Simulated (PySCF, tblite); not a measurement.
# CH3Cl: bond homolysis

Wanted: bond homolysis for CH3Cl (`CCl`).

Computed with tblite 0.8.0 and PySCF 2.14.0 and routines of our own; the level stands in each step. Atoms count from 0.

## Step 1: The starting structure

5 atoms, charge 0, multiplicity 1; geometry from: start built from the parent or by distance geometry.

## Step 2: Optimising the geometry with GFN2-xTB

The job: settings as JSON, then the geometry in Å.

```
{"job": {"kind": "relax", "xc": "GFN2-xTB", "basis": "xTB"}, "charge": 0, "multiplicity": 1}
C     -0.105800    -0.004500    -0.006100
Cl     1.636500     0.084100     0.000200
H     -0.406600    -0.678500    -0.834500
H     -0.531900    -0.405500     0.919500
H     -0.575000     1.010000    -0.113400
```

The run is started by

```sh
> OMP_NUM_THREADS=1 python redox_run.py task.json out
```

The driver reads the jobs from task.json and runs them one after another.

The program printed:

```text
step      E/eV     max force
  0    -223.34026    1.629
  1    -223.38619    0.554
  2    -223.39906    0.298
  3    -223.40477    0.246
  4    -223.41279    0.218
  5    -223.41409    0.104
  6    -223.41450    0.063
  7    -223.41476    0.055
  8    -223.41499    0.045
  9    -223.41507    0.020
 10    -223.41508    0.005
```

It took 0.02 s on 1 thread of Intel Xeon 6975P-C, shared host.

Along the way:

```csv
step,energy from step 0 (eV),largest force (eV/Å)
0,0.0000,1.6291
1,-0.0459,0.5543
2,-0.0588,0.2976
3,-0.0645,0.2463
4,-0.0725,0.2182
5,-0.0738,0.1044
6,-0.0742,0.0634
7,-0.0745,0.0549
8,-0.0747,0.0450
9,-0.0748,0.0202
10,-0.0748,0.0046
```

Close pairs (by a distance rule), those that changed most:

```csv
bond,before (Å),after (Å),change (Å)
C0–H4,1.123,1.086,-0.037
C0–Cl1,1.745,1.777,+0.033
C0–H2,1.110,1.086,-0.024
C0–H3,1.095,1.086,-0.009
```

The end geometry stands in the next job.

## Step 3: Vibrational analysis with GFN2-xTB

The job: settings as JSON, then the geometry in Å.

```
{"job": {"kind": "ir", "xc": "GFN2-xTB", "basis": "xTB"}, "charge": 0, "multiplicity": 1}
C     -0.147470    -0.007739    -0.010052
Cl     1.626392     0.095884     0.028910
H     -0.432742    -0.650893    -0.836711
H     -0.485216    -0.424669     0.933682
H     -0.543720     0.993122    -0.150198
```

The program printed:

```text
mode    cm-1     km/mol
  1     713.1     23.30
  2     999.8      2.89
  3    1000.0      2.79
  4    1316.1      5.59
  5    1441.6      7.45
  6    1441.9      7.47
  7    3030.4      0.03
  8    3043.8      0.62
  9    3044.1      0.57
ZPE 95.886  H(298)-E 106.338  G(298)-E 36.484 kJ/mol  S 234.29 J/(mol K)
```

It took 0.06 s on 1 thread of Intel Xeon 6975P-C, shared host.

The strongest bands and the atoms that carry them (share of the mass-weighted mode):

```csv
cm⁻¹,km/mol,atoms
713,23.3,"C0 62 %, Cl1 30 %"
1000,2.9,"H2 43 %, H4 36 %, C0 13 %"
1000,2.8,"H3 51 %, H4 20 %, C0 13 %, H2 13 %"
1316,5.6,"H3 29 %, H4 29 %, H2 29 %, C0 12 %"
1442,7.5,"H3 53 %, H2 21 %, H4 20 %"
1442,7.5,"H4 43 %, H2 41 %"
3044,0.6,"H3 56 %, H2 26 %"
3044,0.6,"H4 54 %, H2 35 %"
```

## Step 4: Optimising the geometry at PBE0-D3(BJ)/def2-SVP

The job: settings as JSON, then the geometry in Å.

```
{"job": {"xc": "PBE0", "basis": "def2-SVP", "d3": "d3bj", "grid": 1, "kind": "geom"}, "charge": 0, "multiplicity": 1}
C     -0.147470    -0.007739    -0.010052
Cl     1.626392     0.095884     0.028910
H     -0.432742    -0.650893    -0.836711
H     -0.485216    -0.424669     0.933682
H     -0.543720     0.993122    -0.150198
```

The program printed:

```text
step   0  E = -499.73016238  max force = 0.010314
step   1  E = -499.73047464  max force = 0.001368
step   2  E = -499.73047786  max force = 0.000097
optimisation converged
```

Run time: 1.1 s. Hardware: 1 thread of Intel Xeon 6975P-C, shared host.

Along the way:

```csv
step,energy from step 0 (eV),largest force component (eV/Å)
0,0.0000,0.5304
1,-0.0085,0.0703
2,-0.0086,0.0050
```

Distances of close pairs at the start and the end, largest changes first:

```csv
bond,before (Å),after (Å),change (Å)
C0–H4,1.086,1.097,+0.012
C0–H2,1.086,1.097,+0.012
C0–H3,1.086,1.097,+0.012
C0–Cl1,1.777,1.775,-0.002
```

The end geometry stands in the next job.

```csv
at the end point,value
point group (found at 0.08 Å tolerance),C3v
"rotational constants (GHz, main isotopes)","155.6, 13.365, 13.365"
dipole moment (D),1.87
```

## Step 5: Harmonic vibrations (CH₃Cl): PBE0-D3(BJ)/def2-SVP

The job: settings as JSON, then the geometry in Å.

```
{"job": {"xc": "PBE0", "basis": "def2-SVP", "d3": "d3bj", "grid": 2, "kind": "hessian"}, "charge": 0, "multiplicity": 1}
C     -0.135067    -0.007836    -0.010637
Cl     1.635993     0.107458     0.036092
H     -0.431346    -0.657895    -0.843278
H     -0.492714    -0.430156     0.936672
H     -0.556491     0.995002    -0.153420
```

The program printed:

```text
coarse grid: 4576 points
cycle   1  E = -499.6708750320  dE = -3.918e-02  |g| = 1.689e-01  |ddm| = 1.965e+00
cycle   2  E = -499.6748914969  dE = -4.016e-03  |g| = 1.342e-01  |ddm| = 4.437e-01
cycle   3  E = -499.6795717713  dE = -4.680e-03  |g| = 2.861e-02  |ddm| = 2.009e-01
cycle   4  E = -499.6797661606  dE = -1.944e-04  |g| = 8.585e-03  |ddm| = 2.894e-02
cycle   5  E = -499.6797849153  dE = -1.875e-05  |g| = 8.110e-04  |ddm| = 7.684e-03
cycle   6  E = -499.6797850726  dE = -1.573e-07  |g| = 1.821e-04  |ddm| = 8.409e-04
final grid: 39072 points
cycle   7  E = -499.7304622489  dE = -6.347e-06  |g| = 4.173e-03  |ddm| = 1.032e-02
cycle   8  E = -499.7304610230  dE =  1.226e-06  |g| = 4.724e-03  |ddm| = 7.428e-03
cycle   9  E = -499.7304667050  dE = -5.682e-06  |g| = 5.010e-04  |ddm| = 3.961e-03
cycle  10  E = -499.7304667729  dE = -6.795e-08  |g| = 2.143e-05  |ddm| = 6.871e-04
cycle  11  E = -499.7304667730  dE = -9.106e-11  |g| = 7.785e-06  |ddm| = 2.338e-05
converged SCF energy = -499.7304667730

mode    cm-1
  1     765.4
  2    1018.7
  3    1018.7
  4    1365.5
  5    1456.4
  6    1456.4
  7    3082.3
  8    3206.1
  9    3206.2
ZPE 99.145  H(298)-E 109.528  G(298)-E 39.743 kJ/mol  S 234.06 J/(mol K)
```

It took 7.2 s on 1 thread of Intel Xeon 6975P-C, shared host; peak memory 0.6 GiB.

Zero-point energy 99.14 kJ/mol (xTB gave 95.89).

## Step 6: Single point (CH₃Cl): M06-2X/def2-TZVP

Geometry: PBE0-D3(BJ)/def2-SVP.

The job: settings as JSON, then the geometry in Å.

```
{"job": {"kind": "sp", "xc": "M06-2X", "basis": "def2-TZVP", "grid": 3}, "charge": 0, "multiplicity": 1}
C     -0.135067    -0.007836    -0.010637
Cl     1.635993     0.107458     0.036092
H     -0.431346    -0.657895    -0.843278
H     -0.492714    -0.430156     0.936672
H     -0.556491     0.995002    -0.153420
```

The program printed:

```text
coarse grid: 18912 points
cycle   1  E = -500.0824725957  dE =  1.344e-02  |g| = 2.119e-01  |ddm| = 1.383e+00
cycle   2  E = -500.0880692565  dE = -5.597e-03  |g| = 1.884e-01  |ddm| = 3.425e-01
cycle   3  E = -500.0964041521  dE = -8.335e-03  |g| = 2.512e-02  |ddm| = 1.439e-01
cycle   4  E = -500.0965511456  dE = -1.470e-04  |g| = 9.135e-03  |ddm| = 2.074e-02
cycle   5  E = -500.0965708133  dE = -1.967e-05  |g| = 1.651e-03  |ddm| = 7.804e-03
cycle   6  E = -500.0965715671  dE = -7.538e-07  |g| = 3.902e-04  |ddm| = 1.721e-03
final grid: 62424 points
cycle   7  E = -500.0976784796  dE = -4.728e-06  |g| = 2.019e-03  |ddm| = 8.455e-03
cycle   8  E = -500.0976787402  dE = -2.606e-07  |g| = 1.351e-03  |ddm| = 2.240e-03
cycle   9  E = -500.0976790364  dE = -2.962e-07  |g| = 1.962e-04  |ddm| = 1.116e-03
cycle  10  E = -500.0976790460  dE = -9.569e-09  |g| = 5.730e-05  |ddm| = 1.426e-04
converged SCF energy = -500.0976790460
```

Run time: 2 s. Hardware: 1 thread of Intel Xeon 6975P-C, shared host.

The fields below are evaluated on a grid from the run's orbitals.

Frontier orbitals at M06-2X/def2-TZVP, with the share of their density that lies nearest to each atom:

```csv
orbital,energy (eV),lies on
HOMO,-9.80,Cl1 83 %; H4 8 %
LUMO,1.73,"Cl1 29 %; H2, H3, H4 about 18 % each; C0 18 %"
```

ELF in a plane through or near 3 of the atoms.

Ten even steps from ' ' (0.00) to '@' (0.99):
```
                                                        
                                                        
                                                        
                                                        
              ......                                    
        ..::==++++==::      ..----..                    
        ::==**######==    ..==++++--..                  
        ==**%%@@@@%%##--::==**##**==..                  
      ..==##%%##====****++==++****--..                  
      ..==**##::==++--%%##::==::++--..                  
      ..==**##..====::%%##::::::++--..                  
      ..==##%%##----****++**##%%%%++::                  
        --**%%@@@@%%##::::##@@@@@@@@**::                
        ::==**####**==  ..**@@@@@@@@%%--                
        ..::==++++==..    ==@@@@@@@@##::                
              ....        ..==##%%==..                  
                              ::::                      
                                                        
                                                        
                                                        
```
The map spans 8.5 Å across and 7.2 Å up, centred on the molecule. Atoms in the plane (x, y in Å): C0 (0.1, 0.0), Cl1 (-1.6, 0.0), H2 (0.5, -1.0).

On the surface of density 0.002 e/bohr³ the electrostatic potential runs, from the 1st to the 99th percentile, from -0.70 V near Cl1 to 1.13 V near H3.

## Step 7: Optimising the geometry with GFN2-xTB

This step treats CH₂Cl radical, labelled `[CH2]Cl` (the label fixes atoms and charge, not where charge and spin sit).

The job: settings as JSON, then the geometry in Å.

```
{"job": {"kind": "relax", "xc": "GFN2-xTB", "basis": "xTB"}, "charge": 0, "multiplicity": 2}
C     -0.118800    -0.014000    -0.015900
Cl     1.625300     0.116100     0.013100
H     -0.475300    -0.437800     0.939900
H     -0.559000     1.009600    -0.174000
```

The program printed:

```text
step      E/eV     max force
  0    -207.07821    2.341
  1    -207.18541    1.558
  2    -207.26495    0.697
  3    -207.28640    0.552
  4    -207.33048    0.375
  5    -207.33663    0.164
  6    -207.33809    0.101
  7    -207.33907    0.078
  8    -207.33975    0.046
  9    -207.34001    0.017
 10    -207.34009    0.012
 11    -207.34011    0.009
```

Wall time 0.02 s (1 thread of Intel Xeon 6975P-C, shared host).

The steps of the relaxation:

```csv
step,energy from step 0 (eV),largest force (eV/Å)
0,0.0000,2.3413
1,-0.1072,1.5582
2,-0.1867,0.6965
3,-0.2082,0.5517
4,-0.2523,0.3746
5,-0.2584,0.1639
6,-0.2599,0.1007
7,-0.2609,0.0785
8,-0.2615,0.0458
9,-0.2618,0.0171
10,-0.2619,0.0117
11,-0.2619,0.0089
```

Distances of close pairs at the start and the end, largest changes first:

```csv
bond,before (Å),after (Å),change (Å)
C0–Cl1,1.749,1.676,-0.073
C0–H3,1.125,1.070,-0.055
C0–H2,1.105,1.070,-0.035
```

The next job starts from the end point, and lists it.

## Step 8: Vibrational analysis with GFN2-xTB

The job: settings as JSON, then the geometry in Å.

```
{"job": {"kind": "ir", "xc": "GFN2-xTB", "basis": "xTB"}, "charge": 0, "multiplicity": 2}
C     -0.044748     0.176287     0.212751
Cl     1.608021     0.071672    -0.042859
H     -0.503709    -0.530465     0.871868
H     -0.587374     0.956520    -0.278761
```

The program printed:

```text
mode    cm-1     km/mol
  1     129.9     86.31
  2     843.4     10.56
  3     949.2      0.26
  4    1315.4     15.64
  5    3135.5      0.74
  6    3196.1      0.97
ZPE 57.237  H(298)-E 69.256  G(298)-E -5.396 kJ/mol  S 250.39 J/(mol K)
```

Wall time 0.05 s (1 thread of Intel Xeon 6975P-C, shared host).

Which atoms move in the most intense modes:

```csv
cm⁻¹,km/mol,atoms
130,86.3,"H2 39 %, H3 39 %, C0 22 %"
843,10.6,"C0 63 %, Cl1 29 %"
949,0.3,"H2 42 %, H3 42 %, C0 14 %"
1315,15.6,"H3 45 %, H2 45 %"
3136,0.7,"H3 49 %, H2 48 %"
3196,1.0,"H2 45 %, H3 44 %, C0 11 %"
```

## Step 9: Optimising the geometry at PBE0-D3(BJ)/def2-SVP

This step treats CH2Cl radical, labelled `[CH2]Cl` (the label fixes atoms and charge, not where charge and spin sit).

The job: settings as JSON, then the geometry in Å.

```
{"job": {"xc": "PBE0", "basis": "def2-SVP", "d3": "d3bj", "grid": 1, "kind": "geom"}, "charge": 0, "multiplicity": 2}
C     -0.044748     0.176287     0.212751
Cl     1.608021     0.071672    -0.042859
H     -0.503709    -0.530465     0.871868
H     -0.587374     0.956520    -0.278761
```

The program printed:

```text
step   0  E = -499.06557740  max force = 0.010972
step   1  E = -499.06633045  max force = 0.000541
step   2  E = -499.06633299  max force = 0.000040
optimisation converged
```

It took 1.2 s on 1 thread of Intel Xeon 6975P-C, shared host.

Relaxation path:

```csv
step,energy from step 0 (eV),largest force component (eV/Å)
0,0.0000,0.5642
1,-0.0205,0.0278
2,-0.0206,0.0021
```

Close pairs (by a distance rule), those that changed most:

```csv
bond,before (Å),after (Å),change (Å)
C0–H2,1.070,1.090,+0.020
C0–H3,1.070,1.090,+0.020
C0–Cl1,1.676,1.695,+0.020
```

The next job starts from the end point, and lists it.

```csv
at the end point,value
point group (found at 0.08 Å tolerance),C2v
"rotational constants (GHz, main isotopes)","271.3, 15.907, 15.026"
dipole moment (D),1.01
⟨S²⟩,0.755
```

## Step 10: Harmonic vibrations (CH2Cl radical): PBE0-D3(BJ)/def2-SVP

The job: settings as JSON, then the geometry in Å.

```
{"job": {"xc": "PBE0", "basis": "def2-SVP", "d3": "d3bj", "grid": 2, "kind": "hessian"}, "charge": 0, "multiplicity": 2}
C     -0.045857     0.178557     0.212179
Cl     1.626312     0.066987    -0.044024
H     -0.511071    -0.543569     0.882651
H     -0.590810     0.975091    -0.293760
```

The program printed:

```text
coarse grid: 3952 points
cycle   1  E = -499.0083755081  dE =  3.405e-02  |g| = 9.410e-02  |ddm| = 1.383e+00
cycle   2  E = -499.0119413192  dE = -3.566e-03  |g| = 6.758e-02  |ddm| = 1.915e-01
cycle   3  E = -499.0142669810  dE = -2.326e-03  |g| = 2.821e-02  |ddm| = 1.018e-01
cycle   4  E = -499.0147255880  dE = -4.586e-04  |g| = 6.749e-03  |ddm| = 3.096e-02
cycle   5  E = -499.0147651238  dE = -3.954e-05  |g| = 1.790e-03  |ddm| = 1.099e-02
cycle   6  E = -499.0147694745  dE = -4.351e-06  |g| = 6.052e-04  |ddm| = 3.903e-03
final grid: 33704 points
cycle   7  E = -499.0663219392  dE = -7.145e-06  |g| = 1.998e-03  |ddm| = 6.446e-03
cycle   8  E = -499.0663221282  dE = -1.891e-07  |g| = 1.958e-03  |ddm| = 3.935e-03
cycle   9  E = -499.0663241298  dE = -2.002e-06  |g| = 3.426e-04  |ddm| = 1.888e-03
cycle  10  E = -499.0663241957  dE = -6.591e-08  |g| = 4.542e-05  |ddm| = 4.445e-04
cycle  11  E = -499.0663241982  dE = -2.563e-09  |g| = 1.691e-05  |ddm| = 9.005e-05
cycle  12  E = -499.0663241985  dE = -2.848e-10  |g| = 3.863e-06  |ddm| = 2.910e-05
cycle  13  E = -499.0663241985  dE = -1.921e-11  |g| = 5.865e-07  |ddm| = 9.420e-06
converged SCF energy = -499.0663241985

mode    cm-1
  1     178.4
  2     876.7
  3     985.5
  4    1394.9
  5    3186.7
  6    3348.2
ZPE 59.636  H(298)-E 71.392  G(298)-E -2.672 kJ/mol  S 248.41 J/(mol K)
```

Wall time 9 s (1 thread of Intel Xeon 6975P-C, shared host); peak memory 0.61 GiB.

Zero-point energy 59.64 kJ/mol (xTB gave 57.24).

## Step 11: Single point (CH2Cl radical): M06-2X/def2-TZVP

Geometry: PBE0-D3(BJ)/def2-SVP.

The job: settings as JSON, then the geometry in Å.

```
{"job": {"kind": "sp", "xc": "M06-2X", "basis": "def2-TZVP", "grid": 3}, "charge": 0, "multiplicity": 2}
C     -0.045857     0.178557     0.212179
Cl     1.626312     0.066987    -0.044024
H     -0.511071    -0.543569     0.882651
H     -0.590810     0.975091    -0.293760
```

The program printed:

```text
coarse grid: 16440 points
cycle   1  E = -499.4162590359  dE =  7.969e-02  |g| = 1.370e-01  |ddm| = 1.020e+00
cycle   2  E = -499.4203416826  dE = -4.083e-03  |g| = 1.281e-01  |ddm| = 1.977e-01
cycle   3  E = -499.4286228589  dE = -8.281e-03  |g| = 2.099e-02  |ddm| = 9.249e-02
cycle   4  E = -499.4290025495  dE = -3.797e-04  |g| = 6.170e-03  |ddm| = 2.193e-02
cycle   5  E = -499.4290653017  dE = -6.275e-05  |g| = 2.342e-03  |ddm| = 1.058e-02
cycle   6  E = -499.4290750792  dE = -9.777e-06  |g| = 8.519e-04  |ddm| = 4.327e-03
final grid: 52616 points
cycle   7  E = -499.4301112239  dE = -5.926e-06  |g| = 1.335e-03  |ddm| = 4.823e-03
cycle   8  E = -499.4301117040  dE = -4.802e-07  |g| = 9.469e-04  |ddm| = 1.461e-03
cycle   9  E = -499.4301120865  dE = -3.825e-07  |g| = 2.380e-04  |ddm| = 7.578e-04
cycle  10  E = -499.4301121419  dE = -5.536e-08  |g| = 1.045e-04  |ddm| = 2.674e-04
cycle  11  E = -499.4301121584  dE = -1.655e-08  |g| = 2.616e-05  |ddm| = 1.683e-04
cycle  12  E = -499.4301121597  dE = -1.306e-09  |g| = 8.577e-06  |ddm| = 5.453e-05
converged SCF energy = -499.4301121597
```

Wall time 2.6 s (1 thread of Intel Xeon 6975P-C, shared host).

## Step 12: Harmonic vibrations (CH3 radical): PBE0-D3(BJ)/def2-SVP

The job: settings as JSON, then the geometry in Å.

```
{"job": {"xc": "PBE0", "basis": "def2-SVP", "d3": "d3bj", "grid": 2, "kind": "hessian"}, "charge": 0, "multiplicity": 2}
C     -0.399027    -0.022799    -0.029099
H     -0.346435    -0.680170    -0.897494
H     -0.383799    -0.445110     0.976086
H     -0.465526     1.056931    -0.166014
```

The program printed:

```text
coarse grid: 2952 points
cycle   1  E = -39.7410292164  dE = -1.972e-01  |g| = 9.854e-02  |ddm| = 1.180e+00
cycle   2  E = -39.7441083023  dE = -3.079e-03  |g| = 7.626e-02  |ddm| = 1.638e-01
cycle   3  E = -39.7473936835  dE = -3.285e-03  |g| = 1.060e-02  |ddm| = 7.502e-02
cycle   4  E = -39.7474949125  dE = -1.012e-04  |g| = 1.924e-03  |ddm| = 1.485e-02
cycle   5  E = -39.7475014652  dE = -6.553e-06  |g| = 2.662e-04  |ddm| = 4.976e-03
final grid: 27328 points
cycle   6  E = -39.7539284519  dE = -5.167e-06  |g| = 2.021e-03  |ddm| = 5.179e-03
cycle   7  E = -39.7539288466  dE = -3.947e-07  |g| = 1.869e-03  |ddm| = 3.435e-03
cycle   8  E = -39.7539307892  dE = -1.943e-06  |g| = 3.970e-05  |ddm| = 1.643e-03
cycle   9  E = -39.7539307918  dE = -2.679e-09  |g| = 1.093e-05  |ddm| = 8.704e-05
cycle  10  E = -39.7539307920  dE = -2.147e-10  |g| = 2.246e-06  |ddm| = 2.911e-05
cycle  11  E = -39.7539307921  dE = -5.002e-12  |g| = 3.462e-07  |ddm| = 3.885e-06
converged SCF energy = -39.7539307921

mode    cm-1
  1     471.5
  2    1373.1
  3    1373.2
  4    3121.5
  5    3329.5
  6    3329.7
ZPE 77.748  H(298)-E 88.353  G(298)-E 30.073 kJ/mol  S 195.47 J/(mol K)
```

Run time: 3.6 s. Hardware: 1 thread of Intel Xeon 6975P-C, shared host.

Zero-point energy 77.75 kJ/mol (xTB gave 76.81).

## Step 13: Bond homolysis: M06-2X/def2-TZVP

This step combines the energies above: geometries from PBE0-D3(BJ)/def2-SVP, zero-point and thermal terms from PBE0-D3(BJ)/def2-SVP.

The job: settings as JSON, then the geometry in Å.

```
{"job": {"kind": "bd", "cap": 8, "geom": {"xc": "PBE0", "basis": "def2-SVP", "d3": "d3bj", "grid": 1}, "hess": 1, "level": {"xc": "M06-2X", "basis": "def2-TZVP", "grid": 3}}, "charge": 0, "multiplicity": 1}
C     -0.135067    -0.007836    -0.010637
Cl     1.635993     0.107458     0.036092
H     -0.431346    -0.657895    -0.843278
H     -0.492714    -0.430156     0.936672
H     -0.556491     0.995002    -0.153420
```

Output (the driver's rows laid out field by field):

```text
homolysis bond by bond, M06-2X/def2-TZVP // PBE0-D3(BJ)/def2-SVP

row 1
  atoms                   0 2
  elements                C H
  length                  1.0971
  fragments               formula CH2Cl, charge 0, multiplicity 2, smiles [CH2]Cl, kept yes, pieces 1, point_group C2v, largest_spin C 0.984; formula H, charge 0, multiplicity 2, smiles [H], kept yes, pieces 1
  electronic              444.81
  zero_kelvin             405.3
  enthalpy                412.87
  free_energy             374.39

row 2
  atoms                   0 1
  elements                C Cl
  length                  1.7754
  fragments               formula CH3, charge 0, multiplicity 2, smiles [CH3], kept yes, pieces 1, point_group D3h, largest_spin C 1.111; formula Cl, charge 0, multiplicity 2, smiles [Cl], kept yes, pieces 1
  electronic              371.14
  zero_kelvin             349.74
  enthalpy                356.16
  free_energy             317.56
```

Wall time 29 s (1 thread of Intel Xeon 6975P-C, shared host).

Some single points behind these values are not shown above.

Dissociation energies (kJ/mol, gas phase, 298 K for the thermal columns):

```csv
bond,fragments,electronic,enthalpy,free energy
C0–H2,[CH2]Cl + [H],444.8,412.9,374.4
C0–Cl1,[CH3] + [Cl],371.1,356.2,317.6
```

## Step 14: Single point (CH3Cl): wavefunction

Geometry: PBE0-D3(BJ)/def2-SVP.

The job: settings as JSON, then the geometry in Å.

```
{"job": {"kind": "sp", "xc": "CCSD(T)", "basis": "ma-def2-TZVP", "grid": 2}, "charge": 0, "multiplicity": 1}
C     -0.135067    -0.007836    -0.010637
Cl     1.635993     0.107458     0.036092
H     -0.431346    -0.657895    -0.843278
H     -0.492714    -0.430156     0.936672
H     -0.556491     0.995002    -0.153420
```

With the program's defaults for keys left out, this is: wavefunction single point, frozen core, gas phase.

The program printed:

```text
final grid: 39072 points
cycle   1  E = -499.1038621201  dE =  3.793e-02  |g| = 3.298e-01  |ddm| = 1.307e+00
cycle   2  E = -499.1315782286  dE = -2.772e-02  |g| = 1.848e-01  |ddm| = 3.368e-01
cycle   3  E = -499.1393444952  dE = -7.766e-03  |g| = 2.770e-02  |ddm| = 1.073e-01
cycle   4  E = -499.1397670089  dE = -4.225e-04  |g| = 6.346e-03  |ddm| = 3.758e-02
cycle   5  E = -499.1397973374  dE = -3.033e-05  |g| = 2.016e-03  |ddm| = 1.116e-02
cycle   6  E = -499.1398006090  dE = -3.272e-06  |g| = 5.785e-04  |ddm| = 4.120e-03
cycle   7  E = -499.1398008066  dE = -1.976e-07  |g| = 1.768e-04  |ddm| = 8.736e-04
cycle   8  E = -499.1398008253  dE = -1.874e-08  |g| = 2.717e-05  |ddm| = 3.227e-04
cycle   9  E = -499.1398008258  dE = -4.974e-10  |g| = 4.019e-06  |ddm| = 5.046e-05
converged SCF energy = -499.1398008258
E(HF, exact integrals) = -499.1398356777
E(MP2) = -499.5021644477
E(CCSD) = -499.5351111852
E(CCSD(T)) = -499.5501207529
T1 diagnostic = 0.0079
```

Wall time 6.5 s (1 thread of Intel Xeon 6975P-C, shared host); peak memory 0.57 GiB.

[end of part 1 of 2]
